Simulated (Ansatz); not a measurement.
H3S+ (sulfonium): where methods fail along a bond

H3S+ has 4 atoms, charge +1, and is taken as a singlet. SMILES: `[SH3+]`. The coordinates come from a GFN2-xTB relaxation.

```xyz
4

S     0.3016   -0.1009   -0.4460
H     0.8480    0.2809    0.7343
H    -0.4941   -1.0379    0.1250
H    -0.6555    0.8579   -0.4134
```

The S1–H2 distance is scanned; the parts on either side stay rigid. Basis 6-31G, 5 core orbitals frozen in the correlated methods; program Ansatz 0.2.0. FCI is exact within this basis and core. Energies in eV from each method's value at 1.356 Å; methods without a U are spin-restricted. The shape above is that at 1.356 Å.

(1) At 3.39 Å, estimate the order of these methods by their error in the energy rise against FCI, smallest first.
A. HF
B. CCSD
C. CCSDT(Q)

```tsv
distance (Å)	HF	CCSD	CCSDT(Q)	FCI
1.356	0.00	0.00	0.00	0.00
1.694	0.81	0.55	0.54	0.54
2.033	2.10	1.53	1.51	1.51
2.711	4.18	2.89	2.84	2.84
3.389	5.34	3.36	3.29	3.27
```

Results:

(1) C (0.02 eV), B (0.09 eV), A (2.07 eV).
